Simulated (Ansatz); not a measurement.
Geometry optimisation, RKS PBE0-D4/def2-SVPD (Ansatz 0.2.0).

Input:

```yaml
crystal:
  periodic: [false, false, false]
  atoms:
    - { symbol: Si, position_ang: [0.07011, -0.362302, -0.609059] }
    - { symbol: O, position_ang: [0.464867, 0.370864, 2.155117] }
    - { symbol: H, position_ang: [-0.097537, 0.554197, 2.915432] }
    - { symbol: H, position_ang: [1.511909, 0.034866, -0.610736] }
    - { symbol: "N", position_ang: [-1.07014, 0.914094, -0.355263] }
    - { symbol: H, position_ang: [-1.587917, 1.339678, -1.106321] }
    - { symbol: H, position_ang: [-0.971342, 1.492559, 0.469802] }
    - { symbol: H, position_ang: [-0.262599, -0.949849, -1.943512] }
    - { symbol: H, position_ang: [-0.069117, -1.444145, 0.383986] }
    - { symbol: H, position_ang: [0.358665, -0.589863, 1.983155] }
basis:
  gaussian: { orbitals: def2-SVPD }
hamiltonian:
  xc: pbe0
  dispersion: d4
relax:
  f_tol: 0.03
  max_steps: 50
```

Launched with:

```bash
$ ansatz run input.yaml --threads 4 --pin off --max-ram 5120MiB --backend cpu --events-out ev --progress --plain --runs-dir out
```

Task: Where does it end, and by what steps?

Result: It converged. The force dipped under the threshold on the way, but the program's further checks kept it going. After 23 steps the energy has fallen by 0.102 eV; H10 moved furthest, 0.76 Å.

```json
{"step": "0", "energy less start (eV)": "0.0000", "largest force component (eV/Å)": "0.874", "accepted": "yes"}
{"step": "1", "energy less start (eV)": "-0.0567", "largest force component (eV/Å)": "0.305", "accepted": "yes"}
{"step": "2", "energy less start (eV)": "0.0486", "largest force component (eV/Å)": "1.174", "accepted": "no"}
{"step": "3", "energy less start (eV)": "-0.0629", "largest force component (eV/Å)": "0.291", "accepted": "yes"}
{"step": "4", "energy less start (eV)": "-0.0708", "largest force component (eV/Å)": "0.117", "accepted": "yes"}
{"step": "5", "energy less start (eV)": "-0.0704", "largest force component (eV/Å)": "0.293", "accepted": "no"}
{"step": "6", "energy less start (eV)": "-0.0751", "largest force component (eV/Å)": "0.099", "accepted": "yes"}
{"step": "7", "energy less start (eV)": "-0.0799", "largest force component (eV/Å)": "0.294", "accepted": "yes"}
{"step": "8", "energy less start (eV)": "-0.0787", "largest force component (eV/Å)": "0.982", "accepted": "no"}
{"step": "9", "energy less start (eV)": "-0.0850", "largest force component (eV/Å)": "0.071", "accepted": "yes"}
{"step": "10", "energy less start (eV)": "-0.0886", "largest force component (eV/Å)": "0.224", "accepted": "yes"}
{"step": "11", "energy less start (eV)": "-0.0914", "largest force component (eV/Å)": "0.580", "accepted": "yes"}
{"step": "12", "energy less start (eV)": "-0.0948", "largest force component (eV/Å)": "0.143", "accepted": "yes"}
{"step": "13", "energy less start (eV)": "-0.0997", "largest force component (eV/Å)": "0.098", "accepted": "yes"}
{"step": "14", "energy less start (eV)": "-0.0982", "largest force component (eV/Å)": "0.206", "accepted": "no"}
{"step": "15", "energy less start (eV)": "-0.1005", "largest force component (eV/Å)": "0.024", "accepted": "yes"}
{"step": "16", "energy less start (eV)": "-0.0977", "largest force component (eV/Å)": "0.519", "accepted": "no"}
{"step": "17", "energy less start (eV)": "-0.1009", "largest force component (eV/Å)": "0.038", "accepted": "yes"}
{"step": "18", "energy less start (eV)": "-0.1011", "largest force component (eV/Å)": "0.108", "accepted": "yes"}
{"step": "19", "energy less start (eV)": "-0.1013", "largest force component (eV/Å)": "0.063", "accepted": "yes"}
{"step": "20", "energy less start (eV)": "-0.1015", "largest force component (eV/Å)": "0.029", "accepted": "yes"}
{"step": "21", "energy less start (eV)": "-0.1016", "largest force component (eV/Å)": "0.115", "accepted": "yes"}
{"step": "22", "energy less start (eV)": "-0.1018", "largest force component (eV/Å)": "0.051", "accepted": "yes"}
{"step": "23", "energy less start (eV)": "-0.1019", "largest force component (eV/Å)": "0.011", "accepted": "yes"}
```

```xyz
10
Properties=species:S:1:pos:R:3
Si 0.125 -0.416 -0.893
O 0.013 0.534 2.457
H 0.422 0.658 3.317
H 1.533 0.055 -1.110
N -1.010 0.780 -0.361
H -1.451 1.398 -1.027
H -0.864 1.227 0.537
H -0.376 -0.974 -2.184
H 0.189 -1.509 0.128
H -0.236 -0.394 2.418
```

Whether the end is a true minimum wasn't checked by a vibrational analysis.

The run took 31 s on 4 threads of Arm Neoverse V1, on a shared host, peak memory 0.24 GiB.
